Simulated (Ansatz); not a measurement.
A made-up structure of CH6Si2, closed shell:

```xyz
9
angstrom
C -0.5930 1.2007 -0.8596
Si 0.4791 -0.2683 -0.4286
Si 0.4152 -1.2913 1.4550
H -0.0178 2.1287 -0.8255
H 1.0596 -0.8017 2.6218
H -0.9983 1.0905 -1.8685
H 1.7088 -0.3808 -1.2524
H 1.2529 -2.4946 1.6661
H -0.8196 -1.2645 2.2747
```

It is relaxed with PBE-D4/def2-SVP and then PBE0-D4/def2-TZVP (Ansatz 0.2.0). Atoms count as bonded within 1.22 times the sum of their covalent radii (H–H: 0.88 Å). The end point is not checked to be a true minimum.

(1) Does its bonding change? (Judge from chemistry; the calculation decides.)

## Answers

(1) The calculation gives: No: no bond forms or breaks.

Where it ends: The first stage lowers the energy by 3.47 eV in 12 steps. It ends as CH₆Si₂ ([CH2][SiH][SiH3]):
```tsv
atom	x (Å)	y (Å)	z (Å)
C1	-0.3674	0.9980	-1.0323
Si2	0.8591	0.0852	-0.2730
Si3	0.4094	-1.2622	1.5633
H4	-0.1839	1.6347	-1.8908
H5	1.2098	-0.8326	2.7407
H6	-1.3927	0.9762	-0.6800
H7	2.2493	0.1451	-0.7891
H8	0.7412	-2.6817	1.2687
H9	-1.0380	-1.1441	1.8756
```

Labels in which every atom is bracketed show which atoms are joined, not bond orders.

For scale, one of the runs: PBE0-D4/def2-TZVP relaxation, 141 basis functions, launched by `ansatz run in.yaml --threads 2 --pin off --events-out ev --progress --plain --max-ram 4352MiB`. The run took about 16 s on 2 CPU threads of an Arm Neoverse V1 (shared host).
